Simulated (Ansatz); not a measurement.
**AlH₃O (built from SMILES [OH][AlH2]): single points off equilibrium**

An exercise on one series of results from a longer session: the logs are not shown, and one member is left open.

The runs use Ansatz 0.2.0, Gaussian basis; single points in def2-TZVPP.

Correlated methods freeze the cores. B3LYP uses VWN-RPA correlation.

## The system as given

5 atoms, charge 0, spin multiplicity 1.

Atoms are counted from 1 here; the program's logs count them from 0.

Bond lengths: Al1–O2 2.166 Å, Al1–H4 1.622 Å, O2–H5 0.936 Å. Angles: O2–Al1–H4 172.6°, Al1–O2–H5 165.3°.

Geometry (Å):

```xyz
5
AlH3O
Al    0.0793    0.8394    0.6397
O     0.2180   -0.9538   -0.5671
H    -0.9634   -0.4222   -0.5017
H     0.1386    2.2523    1.4339
H     0.5123   -1.6975   -1.0536
```

Set-up of the first run:

File run/in.yaml:

```yaml
crystal:
  periodic: [false, false, false]
  atoms:
    - {symbol: Al, position_ang: [0.079300, 0.839400, 0.639700]}
    - {symbol: O, position_ang: [0.218000, -0.953800, -0.567100]}
    - {symbol: H, position_ang: [-0.963400, -0.422200, -0.501700]}
    - {symbol: H, position_ang: [0.138600, 2.252300, 1.433900]}
    - {symbol: H, position_ang: [0.512300, -1.697500, -1.053600]}
basis:
  gaussian: {orbitals: def2-TZVPP}
correlation: {method: ccsd_t}
output: {forces: true}
```

The command line of these runs was not kept.

Steps of the session up to this table: CCSD(T)/def2-TZVPP; PBE0-D4/def2-TZVPP; wB97M-V/def2-TZVPP; r2SCAN-D4/def2-TZVPP; PBE-D4/def2-TZVPP; B3LYP-D4/def2-TZVPP; BLYP-D4/def2-TZVPP.

One of the session's tables, all rows but one given; the rest of the session is left out.

```
   method  RMS force component (eV/Å)  angle to CCSD(T) forces (°)  dipole (D)
  CCSD(T)                       1.327                    reference        1.48
  PBE0-D4                       1.320                          3.9        1.48
  wB97M-V                       1.321                          3.5        1.47
r2SCAN-D4                       1.324                          8.7        1.57
   PBE-D4                           ?                            ?           ?
 B3LYP-D4                       1.307                          3.4        1.40
  BLYP-D4                       1.382                         10.9        1.32
```

Estimate the missing values for PBE-D4.

As computed: RMS force component (eV/Å): 1.411; angle to CCSD(T) forces (°): 9.6; dipole (D): 1.38. In the column «RMS force component (eV/Å)» it is the highest.
